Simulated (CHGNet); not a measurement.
# hcp Tc

Computed with the machine-learned potential CHGNet 0.3.0 (trained on PBE and PBE+U data).

Cell: relaxed at this level.

```
Quantity               Value
-------------------  -------
lattice parameter a  2.764 Å
c axis length        4.402 Å
```

Measured, for comparison: lattice constant a 2.741 Å, lattice parameter c 4.399 Å (293 K, no zero-point or thermal correction; as tabulated in Wikipedia's data pages). Computed (rounded) less measured: lattice constant a +0.8 %, lattice parameter c +0.1 %.

A machine-learned potential is trained on density-functional data: it inherits that level's misses and adds fitting errors of its own.

Note: negative: at this level the crystal gains energy by rearranging, so this bulk phase is not the stable one; the model gives imaginary modes for this phase (in the spectrum interpolated from a supercell); the model's elastic tensor is not positive definite here.
